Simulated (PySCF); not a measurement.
**Bond length, frequency and bond energy of MgSi⁺ by level of theory**

State: ²Π (doublet), unpaired electrons π ↑. Set-up: basis Mg aug-cc-pVDZ, Si aug-cc-pV(D+d)Z; no relativity; PySCF 2.14. De refers to Mg⁺ + Si in their high-spin ground configurations, without counterpoise correction. The functionals are run spin-unrestricted. A positive dipole points towards Si; it is taken about the centre of mass and depends on that origin. Levels whose curve was spin-contaminated or gave no clean fit are not listed.

| Level | Re (Å) | ωe (cm⁻¹) | De (eV) | μ (D) |
| --- | --- | --- | --- | --- |
| UHF | 2.764 | 262 | 0.66 | -4.69 |
| UHF-MP2 | 2.719 | 284 | 1.36 | n/a |
| UHF-SCS-MP2 | 2.736 | 275 | 1.45 | n/a |
| UHF-CCSD | 2.747 | 270 | 1.57 | n/a |
| UHF-CCSD(T) | 2.748 | 269 | 1.65 | n/a |
| PBE | 2.722 | 274 | 1.99 | -3.83 |
| PBE0 | 2.709 | 279 | 1.80 | -4.16 |
| MN15 | 2.730 | 262 | 1.78 | -3.63 |
| BHandHLYP | 2.722 | 268 | 1.70 | -4.08 |

The bond length runs from 2.709 Å (PBE0) to 2.764 Å (UHF). De spans 0.66 eV (UHF, mean field) to 1.99 eV (PBE, GGA). Correlation at CCSD(T) changes the Hartree–Fock bond energy by +0.99 eV; the triples alone change it by +0.08 eV.

Correlated steps freeze 6 core orbitals. Correlated levels converge slowly with the basis: in double zeta they bind strong bonds too weakly, by up to about 1 eV, and carry superposition errors of some tenths. For an ion De counts to the pair picked by the measured ionisation energies or electron affinities, which need not be the lowest pair at this level. The state is the lowest determinant that a PBE0 search found; another state may lie lower at other levels.

The whole job (state search and all levels along the bond) took about 3.9 min on 1 thread of Arm Neoverse V1 (shared host), peak memory 0.89 GiB.
